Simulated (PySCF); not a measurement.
Gas-phase reaction: 6 SiH2Cl2 → 2 SiHCl2 + i-Si4H10 + 4 Cl2

Computed with PySCF and rigid-rotor harmonic-oscillator thermochemistry at 1 bar. † marks an energy on the PBE0/def2-TZVP geometry and frequencies; other levels use their own. CCSD(T) freezes the core. 6-31G* has spherical d functions here. Open shells (unrestricted): SiHCl2 (multiplicity 2); the rest are closed-shell singlets. B3LYP is the form with VWN-RPA correlation. SiHCl2: computed as isolated molecules; such fragments, hydroxides, amides, oligomers or adducts are transient or little studied in the gas. CCSD(T) isn't extrapolated to the basis-set limit. The harmonic model lacks anharmonicity and excited electronic states, which grow with temperature; levels with a mode under 35 cm⁻¹ are left out. Internal rotation in i-Si4H10 is treated as a harmonic vibration of one conformer, which makes the entropy rough.

```tsv
level	ΔE electronic, kJ	ΔH°(298 K), kJ	ΔS°(298 K), J/K	ΔG°(1800 K), kJ
B3LYP/6-31G*	1671	1649	175	1303
B3LYP/def2-TZVP†	1679	1659	172	1321
CCSD(T)/def2-SVP†	1744	1724	172	1386
M06-2X/def2-TZVP†	1758	1738	172	1400
PBE0/def2-SVP†	1712	1692	172	1354
PBE0/def2-TZVP	1684	1664	172	1326
```
ΔH° is lowest at B3LYP/6-31G* and highest at M06-2X/def2-TZVP†. No reference value is set beside these.
